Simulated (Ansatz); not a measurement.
Relaxation of C$_{2}$H$_{2}$O$_{2}$ (6 atoms, charge 0, multiplicity 1), to a largest force component of 0.02 eV/Å in at most 50 steps.

Theory: RKS PBE0-D4/def2-SVP in Ansatz 0.2.0.

```xyz
6
Properties=species:S:1:pos:R:3:forces:R:3
O 1.004 0.087 -1.636 -0.44 0.24 0.39
C 0.234 0.026 -0.572 2.82 1.28 -4.23
C -0.476 0.087 0.389 -3.68 0.88 4.74
O -1.317 0.063 1.400 0.43 -0.20 -0.99
H 0.584 -0.984 -0.782 0.64 -2.11 -0.07
H -0.923 0.482 2.175 0.23 -0.09 0.15
```

Question: Where does it end, and by what steps?

Answer: The forces met the threshold. After 24 steps the energy has fallen by 4.107 eV; H5 moved furthest, 1.39 Å. Parted: C2–H5. Joined: C3–H5.

```
step  energy less start (eV)  largest force component (eV/Å)  accepted
   0                  0.0000                           4.743       yes
   1                 -0.1547                           1.865       yes
   2                 -0.2453                           1.114       yes
   3                 -0.5104                           2.502       yes
   4                 -0.7493                           2.335       yes
   5                 -1.2765                           1.961       yes
   6                 -1.5693                           1.510       yes
   7                 -1.6793                           0.860       yes
   8                 -1.7288                           0.815       yes
   9                 -1.7707                           0.820       yes
  10                 -1.8430                           1.048       yes
  11                 -1.9867                           1.886       yes
  12                 -2.1587                           1.733       yes
  13                 -2.2884                           1.484       yes
  14                 -2.6938                           2.321       yes
  15                 -3.0968                           2.942       yes
  16                 -3.3555                           2.748       yes
  17                 -3.9655                           1.145       yes
  18                 -4.0398                           1.524       yes
  19                 -4.0444                           1.331       yes
  20                 -4.0794                           0.901       yes
  21                 -4.1033                           0.389       yes
  22                 -4.1064                           0.111       yes
  23                 -4.1069                           0.048       yes
  24                 -4.1070                           0.018       yes
```

```xyz
6
Properties=species:S:1:pos:R:3
O 0.607 0.718 -1.827
C 0.265 0.213 -0.836
C -0.108 -0.390 0.286
O -1.199 0.038 1.003
H 0.419 -1.312 0.559
H -0.879 0.494 1.790
```

The run took 47 s on 1 thread of Arm Neoverse V1, on a shared host, peak memory 0.23 GiB.
